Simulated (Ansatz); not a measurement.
Basis-set extrapolation for C4H6OS, SMILES `CC1=CC(O)S1` (PBE0-D4/def2-TZVP geometry, frozen core, Ansatz). Multiplicity 1, RHF reference.

```tsv
	def2-TZVPP	def2-QZVPP
HF	-627.408339	-627.429864
MP2 correlation	-1.066768	-1.143524
CCSD(T) correlation	-1.157027	not run
```

Energies in hartree. Use E(X) = E(∞) + A·exp(−7.88·√X) for Hartree–Fock and E(X) = E(∞) + B·X^(−2.97) for correlation, with X = 3 and 4, and add CCSD(T) minus MP2 of the smaller set to the MP2 limit.

Task: What is the CCSD(T) energy at the basis-set limit?

Result: HF limit: -627.429864 + (-0.021525) × 0.13774 = -627.43283. MP2 limit: -1.143524 + (-0.076756) × 0.74074 = -1.20038. Higher-order term: -1.157027 − (-1.066768) = -0.09026. Total: -628.72347 hartree, 415.1 kJ/mol below CCSD(T)/def2-TZVPP.
